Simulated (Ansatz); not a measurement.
Rock-salt PbTe, relaxed in Ansatz (plane waves) with several semilocal functionals. Each gives its own volume and its own elastic constant C11:

```json
[
 {"level": "LDA", "V0 (Å³/atom)": "32.460", "elastic constant C11 (GPa)": "137.3", "ln V0": "3.4800", "ln C11": "4.9222"},
 {"level": "PBEsol", "V0 (Å³/atom)": "33.428", "elastic constant C11 (GPa)": "125.8", "ln V0": "3.5094", "ln C11": "4.8347"},
 {"level": "PBE", "V0 (Å³/atom)": "35.436", "elastic constant C11 (GPa)": "104.3", "ln V0": "3.5677", "ln C11": "4.6473"}
]
```

Question: Fit a straight line to ln C11 against ln V0. What does it predict for r²SCAN, whose volume is 34.877 Å³/atom?

Answer: With x = ln V0 and y = ln C11: means 3.51903 and 4.80140; Σ(Δx Δy) = -0.01254, Σ(Δx²) = 0.003985, so the slope is -3.15. At x = 3.5518 the line gives y = 4.80140 + (-3.15) × (3.5518 − 3.51903) = 4.6982, or 109.7 GPa. The run with r²SCAN gives 114.2 GPa, +4.1 % from the line. The rows used scatter about it by up to 0.3 %, while the largest value lies 32 % above the smallest.

Measured: 105 GPa (measured, temperature not stated, no zero-point or thermal correction; as tabulated in Oses et al. (2018), arXiv:1811.08464).

Ansatz's density-functional and Hartree–Fock values are scalar-relativistic unless marked +SOC, with PAW data made under PBE.

Ansatz is a first-principles code.
